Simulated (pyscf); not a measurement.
Structures and frequencies: ωB97X-D3(BJ)/def2-SVP in PySCF.

SMILES: [SiH3]P=P
```xyz
7

Si     0.6144    -0.4015     0.0214
P     -0.8384     0.9539    -1.0615
P     -1.1212     2.3468     0.3656
H      0.9991    -1.5530    -0.8445
H     -0.0278    -0.9142     1.2653
H      1.8358     0.3750     0.3788
H     -0.2806     1.8593     1.4226
```

Problem. What is the homolytic dissociation enthalpy (298 K, ωB97M-D3(BJ)/def2-TZVP) of the P–Si bond of H₃Si–P=PH (SMILES [SiH3]P=P), to SiH₃• + •P=PH?

Solution. P–Si to SiH₃• + •P=PH: 266.7 kJ/mol. The 7 functionals that were run give +242.3 (r²SCAN) to +286.6 kJ/mol (ωB97X-D3(BJ)). The radicals are drawn with the spin at the cut bond; how far it spreads was not checked. H₃Si–P=PH lies 60.6 kJ/mol over its isomer cyclic H₄P₂Si (SMILES [SiH2]1PP1) (electronic energy, ωB97M-D3(BJ)).
